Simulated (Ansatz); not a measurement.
The same path of C4H6O2 (12 atoms, charge 0, multiplicity 1) was run twice with different band settings. The coordinate that changes most is the dihedral O3–C4–O6–H12.

Theory: Ansatz, RKS B3LYP/6-31G*.

Relaxed end points:

```xyz
12
Properties=species:S:1:pos:R:3
C -2.626 0.629 1.323
C -1.661 0.067 0.864
O -0.629 -0.592 0.399
C 0.470 0.227 -0.120
C 1.615 -0.743 -0.343
O 0.084 0.922 -1.258
H -3.483 1.125 1.710
H 0.699 0.988 0.630
H 1.320 -1.513 -1.065
H 2.481 -0.202 -0.733
H 1.892 -1.239 0.591
H -0.084 0.274 -1.964
```

```xyz
12
Properties=species:S:1:pos:R:3
C -2.580 0.644 1.062
C -1.574 0.002 0.867
O -0.478 -0.665 0.631
C 0.521 0.113 -0.138
C 1.692 -0.813 -0.361
O 0.006 0.515 -1.358
H -3.483 1.165 1.274
H 0.770 0.970 0.503
H 1.373 -1.659 -0.976
H 2.489 -0.275 -0.880
H 2.069 -1.183 0.596
H -0.728 1.130 -1.186
```

Common settings: movable images 9; climbing image yes; spring 5.0 eV/Å²; optimiser quadratic models (default); start path through a guess of the saddle point; iteration limit 60; end points relaxed.

| run | force threshold |
| --- | --- |
| 1 | 0.05 eV/Å |
| 2 | 0.2 eV/Å |

(1) What does each run give, and how far can it be trusted?

Answers

(1) Run 1: converged after 9 iterations, highest image 0.142 eV above the first end. A vibrational analysis at the climbing image gives one clearly imaginary mode, 460i cm⁻¹: a first-order saddle point.
Run 2: converged after 5 iterations, highest image 0.145 eV above the first end. The threshold of 0.2 eV/Å is loose, so the images may lie well off the minimum-energy path. Another band between the same ends (9 images) ends at a top of the same energy, where a vibrational analysis finds 1 clearly imaginary mode.
